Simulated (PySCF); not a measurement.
# C3O2 (Carbon suboxide): the cost of one run

Programs: PySCF 2.14.0, with density-fitted response routines of our own. Each step states its level of theory. These are calculated values for one molecule in the gas phase, unless marked as measured. Atoms count from 0, in the outputs and in this text.

**1. The starting structure**

5 atoms, charge 0, multiplicity 1; geometry from: MMFF94s. The atoms were then displaced at random by about 0.03 Å, so the start is not that level's minimum.

Bonds of the start (Å): O0–C1 1.12, C1–C2 1.17, C2–C3 1.34, C3–O4 1.09.

**2. Geometry optimisation at PBE0-D3(BJ)/def2-SVP**

The job: settings as JSON, then the geometry in Å.

```
{"job": {"xc": "PBE0", "basis": "def2-SVP", "d3": "d3bj", "grid": 1, "shake": 0.03, "kind": "geom"}, "charge": 0, "multiplicity": 1}
O     -2.026260    -0.268120     1.151000
C     -1.070480    -0.110200     0.580820
C     -0.060600    -0.006960    -0.000180
C      1.153140     0.103390    -0.546320
O      2.079050     0.171410    -1.118560
```

On the command line:

```sh
OMP_NUM_THREADS=1 python probes_run.py task.json out
```

The driver reads the jobs from task.json and runs them one after another.

Q: Estimate the wall time and peak memory of this first job on 1 thread of Intel Xeon Platinum 8375C at 2.90GHz, shared host.

About 11 s, with a peak of 0.31 GiB.
